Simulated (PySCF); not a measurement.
# CH4S: the cost of one run

Programs: PySCF 2.14.0, with density-fitted response routines of our own. Each step states its level of theory. These are calculated values for one molecule in the gas phase, unless marked as measured. Atoms are numbered from 0 throughout.

### Step 1. The starting structure

6 atoms, charge 0, multiplicity 1; geometry from: MMFF94s.

Bonds of the start (Å): C0–S1 1.80, C0–H2 1.09, C0–H3 1.09, C0–H4 1.09, S1–H5 1.34.

### Step 2. Optimising the geometry at PBE0-D3(BJ)/def2-SVP

The job: settings as JSON, then the geometry in Å.

```
{"job": {"xc": "PBE0", "basis": "def2-SVP", "d3": "d3bj", "grid": 1, "kind": "geom"}, "charge": 0, "multiplicity": 1}
C     -0.493754     0.009000     0.008895
S      1.130262     0.786704    -0.101653
H     -0.587002    -0.523030     0.958908
H     -1.274906     0.770679    -0.052293
H     -0.622150    -0.701310    -0.811622
H      1.847550    -0.342044    -0.002234
```

Launch:

```
$ OMP_NUM_THREADS=1 python probes_run.py task.json out
```

One launch serves the whole session: the jobs run in the order shown.

Q: Estimate the wall time and peak memory of this first job on 1 thread of Arm Neoverse V1, shared host.

About 3 s, with a peak of 0.27 GiB.
